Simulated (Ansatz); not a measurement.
**SiPO (quartet): wave-function methods side by side, def2-QZVPP**

An exercise on one series of results from a longer session: the logs are not shown, and one member is left open.

Program: Ansatz 0.2.0, Gaussian basis. Level of theory: def2-QZVPP, core rule «outside noble gas», up to 11 orbitals frozen. These are calculated values, not measurements.

The runs, in order: UHF; ROHF; CCSD(T) on UHF.

2 further runs of the same task are left out: 2 set aside as unsound or not needed.

**What is computed**

The geometry is a PBE0/def2-TZVP stationary point (not a proven minimum) of the parent state, kept for this charge and spin.

3 atoms, charge 0, spin multiplicity 4.

Atoms are counted from 1 here; the program's logs count them from 0.

Bond lengths: P1–O2 1.620 Å, O2–Si3 1.627 Å. Angles: P1–O2–Si3 180.0°.

Geometry (Å):

```xyz
3
charge 0, multiplicity 4
P     0.0000    0.0000   -1.6221
O     0.0000    0.0000   -0.0026
Si    0.0000    0.0000    1.6247
```

The first run:

Contents of in.yaml:

```yaml
crystal:
  periodic: [false, false, false]
  atoms:
    - {symbol: P, position_ang: [0.000000, 0.000000, -1.622100]}
    - {symbol: O, position_ang: [0.000000, 0.000000, -0.002600]}
    - {symbol: Si, position_ang: [0.000000, 0.000000, 1.624700]}
basis:
  gaussian: {orbitals: "def2-QZVPP.json"}
magnetization: {spin_polarized: true, initial_magnetization: 3}
hamiltonian: {xc: hf}
output: {orbitals: {seedname: orbitals}}
```

On the command line:

```
ansatz run in.yaml --threads 1 --pin off --events-out ev --progress --plain --max-ram 2393MiB
```

Steps of the session up to this table: UHF; ROHF; CCSD(T) on UHF.

One table of the session follows, with a row left open; its other results are not shown here.

It belongs to the step «Misses and costs». 

```
  method  from UCCSD(T) (meV)
    ROHF             +13345.6
     UHF             +13002.0
    UMP2                    ?
   UCCSD               +584.8
UCCSD(T)                    0
```

Estimate the missing values for UMP2.

As computed: from UCCSD(T) (meV): +1253.3. In the column «from UCCSD(T) (meV)» it lies between UCCSD (+584.8) and UHF (+13002.0).
